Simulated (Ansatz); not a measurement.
The same path of HMgOSi (4 atoms, charge 0, multiplicity 2) was run twice with different band settings. Lost on the way: O1–Mg2, Si3–H4. Made: O1–H4.

These are results of Ansatz, UKS CAM-B3LYP/def2-mTZVP, not measurements.

Relaxed end points:

```xyz
4
Properties=species:S:1:pos:R:3
O 0.775 0.083 0.024
Mg 1.124 -1.127 1.366
Si -0.280 0.840 -0.938
H -1.619 0.204 -0.452
```

```xyz
4
Properties=species:S:1:pos:R:3
O -0.661 0.057 -0.970
Mg 1.657 -1.132 1.837
Si 0.567 0.901 -0.222
H -1.563 0.175 -0.646
```

Common settings: movable images 5; climbing image yes; optimiser quadratic models (default); start path through a guess of the saddle point; force threshold 0.05 eV/Å; iteration limit 60; end points relaxed.

| run | spring |
| --- | --- |
| 1 | 5.0 eV/Å² |
| 2 | 20.0 eV/Å² |

**Question.** What does each run give, and how far can it be trusted?

**Answer.** Run 1: converged after 26 iterations, highest image 2.836 eV above the first end. Neighbouring images differ by up to 2.0 eV, so the band resolves the path poorly. A vibrational analysis at the climbing image gives one clearly imaginary mode, 1973i cm⁻¹: a first-order saddle point.
Run 2: converged after 19 iterations, highest image 2.836 eV above the first end. Neighbouring images differ by up to 2.6 eV, so the band resolves the path poorly. Another band between the same ends (5 images) ends at a top of the same energy, where a vibrational analysis finds 1 clearly imaginary mode.
